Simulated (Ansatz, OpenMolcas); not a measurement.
# C2H3N (acetonitrile): from total energies to a heat of formation

C2H3N: 6 atoms, total charge 0, spin state singlet. SMILES: `CC#N`. Geometry: relaxed at PBE0-D4/def2-TZVP.

Total energies at HF/3-21G (OpenMolcas 26.06); the atoms run unrestricted:

```tsv
species	state	energy (Eh)
C2H3N	singlet	-131.191353
C	triplet	-37.481070
N	quartet	-54.105390
H	doublet	-0.496199
```

Harmonic wavenumbers at PBE0-D4/def2-TZVP, in cm⁻¹: 390, 390, 951, 1053, 1053, 1401, 1464, 1464, 2393, 3070, 3151, 3151.

Measured heats of formation of the gaseous atoms at 298.15 K, in kJ/mol: C 716.9, N 472.4, H 218.0. Take 1 Eh = 2625.50 kJ/mol, 1 cm⁻¹ = 0.0119627 kJ/mol, RT = 2.479 kJ/mol.

Work out the heat of formation of the gas at 298 K.


1. Electronic atomisation energy: 2 × (-37.481070) + (-54.105390) + 3 × (-0.496199) − (-131.191353) = 0.635226 Eh = 1667.8 kJ/mol.
2. Zero-point energy: half the sum of the wavenumbers, 9965.5 cm⁻¹ = 119.2 kJ/mol.
3. Thermal vibrational enthalpy, Σ hcν̃/(exp(hcν̃/kT) − 1): 2.0 kJ/mol. Translation, rotation and pV of a non-linear molecule: 4 RT = 9.9 kJ/mol.
4. The 6 free atoms carry 5/2 RT each: 37.2 kJ/mol.
5. Atomisation enthalpy at 298 K: 1667.8 − 119.2 − 2.0 − 9.9 + 37.2 = 1573.9 kJ/mol.
6. Sum of the atoms' heats of formation: 2560.2 kJ/mol. Heat of formation: 2560.2 − 1573.9 = +986.3 kJ/mol.

The tabulated value is +74.0 kJ/mol (CRC Handbook of Chemistry and Physics), so this level is off by +912.3 kJ/mol, or 36.7 % of the atomisation enthalpy. Hartree–Fock leaves out correlation, which is larger in the molecule than in the atoms, so it underbinds and puts the heat of formation too high. A basis without polarisation functions underbinds badly. Anharmonicity and any spin-orbit splitting of the molecule are left out.
